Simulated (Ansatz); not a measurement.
in.yaml

```yaml
crystal:
  periodic: [false, false, false]
  atoms:
    - {symbol: Si, position_ang: [0.000000, 0.000000, 0.000000]}
    - {symbol: H, position_ang: [1.906166, 0.018424, -0.000124]}
    - {symbol: H, position_ang: [-0.969039, 1.641572, -0.003762]}
    - {symbol: H, position_ang: [-0.937127, -1.659996, 0.003886]}
basis:
  gaussian: {orbitals: cc-pVDZ}
total_charge: 1
correlation: {method: fic_mrcisd_q, electrons: outside_noble_gas, active_space: {window: {electrons: 6, orbitals: 7}, shells: [{species: H, l: s, shell: 1}, {species: Si, l: s, shell: 3}, {species: Si, l: p, shell: 3}]}}
```

```sh
$ ansatz run in.yaml --threads 1 --pin off --events-out ev --progress --plain --max-ram 2393MiB
```

Log:

```
594 factors; integrals over basis functions are off by at most 1.6e-7 eV
mean field evaluation 1: about -7896.9564 eV, gradient 6.6e0 eV
mean field evaluation 2: about -7896.9545 eV, gradient 6.6e0 eV
mean field evaluation 4: about -7897.2462 eV, gradient 3.6e-1 eV
mean field evaluation 8: about -7897.2467 eV, gradient 2.0e-5 eV
mean field -7897.24665155 eV, -290.2184614985 hartree, gradient 2.8e-6 eV, S^2 0.000000; 0 other end points of the search recorded, 0 dependent functions left out
reference -7897.24665155 eV, -290.2184614985 hartree; 8, 8 occupied and 25, 25 virtual orbitals, 594 factors
state -7899.54156387 eV, -290.3027979707 hartree
contracted CI cycle   1: correlation 0.00000000 eV, 0.0000000000 hartree, residual 7.84e0 eV
contracted CI cycle   2: correlation -1.20274625 eV, -0.0442001096 hartree, residual 1.73e0 eV
contracted CI cycle   3: correlation -1.25992941 eV, -0.0463015517 hartree, residual 3.80e-1 eV
contracted CI cycle   4: correlation -1.26233047 eV, -0.0463897890 hartree, residual 7.77e-2 eV
contracted CI cycle   5: correlation -1.26242979 eV, -0.0463934392 hartree, residual 1.74e-2 eV
contracted CI cycle   6: correlation -1.26243475 eV, -0.0463936213 hartree, residual 4.14e-3 eV
contracted CI cycle   7: correlation -1.26243503 eV, -0.0463936317 hartree, residual 8.89e-4 eV
state -7899.54156387 eV, -290.3027979707 hartree; corrected -7900.84285660 eV, -290.3506195966 hartree
Total energy: -7900.84285660 eV, -290.3506195966 hartree
Checks for a lower state left out: starts, orbital_swaps
```

Natural occupations: 1.9552 1.9099 1.9099 0.1190 0.0460 0.0460 0.0139.

For the same geometry and basis full CI lies 12.0 meV lower.

Ran on 1 thread of Arm Neoverse V2, shared host: 0.97 s wall, 0.12 GiB peak host memory.
